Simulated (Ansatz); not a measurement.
Worked example: InH, triplet against InH, singlet

Geometry (PBE0/def2-TZVP stationary point of a singlet), kept for both states (InH, singlet: Σ⁺; InH, triplet: Π):

```yaml
atoms:
  - { symbol: In, position_ang: [0.0000, 0.0000, 0.0000] }
  - { symbol: H, position_ang: [0.0000, 0.0000, 1.8498] }
```

Basis def2-TZVPP with its core potentials; Ansatz 0.2.0. Correlated methods freeze the noble-gas cores and the filled d shells of p-block atoms. Prefix R: restricted or restricted open-shell reference. No spin–orbit coupling is included; scalar relativity enters through the core potentials alone.

Full CI is exact within this basis and frozen core; it isn't the basis-set limit.

```tsv
level	E(InH, singlet) (hartree)	E(InH, triplet) (hartree)
RCCSD(T)	-189.850512	-189.777234
PBE	-190.714575	-190.638440
wB97M-V	-190.656307	-190.577179
full CI	-189.850834	-189.777567
```

Question: Give the vertical gap, InH triplet less InH singlet, at each level in eV (1 hartree = 27.2114 eV), and each error against full CI.

Answer: full CI: (-189.777567 − (-189.850834)) × 27.2114 = 1.994 eV (the reference)
wB97M-V: (-190.577179 − (-190.656307)) × 27.2114 = 2.153 eV, error 0.159 eV
PBE: (-190.638440 − (-190.714575)) × 27.2114 = 2.072 eV, error 0.078 eV
RCCSD(T): (-189.777234 − (-189.850512)) × 27.2114 = 1.994 eV, error 0.000 eV

Total energies of functionals can't be set beside those of wave-function methods, since they hold the core's correlation and their own absolute errors; only the differences compare.

Each level lands on the state that its own search finds. T1 diagnostics of restricted CCSD: 0.012 and 0.046.
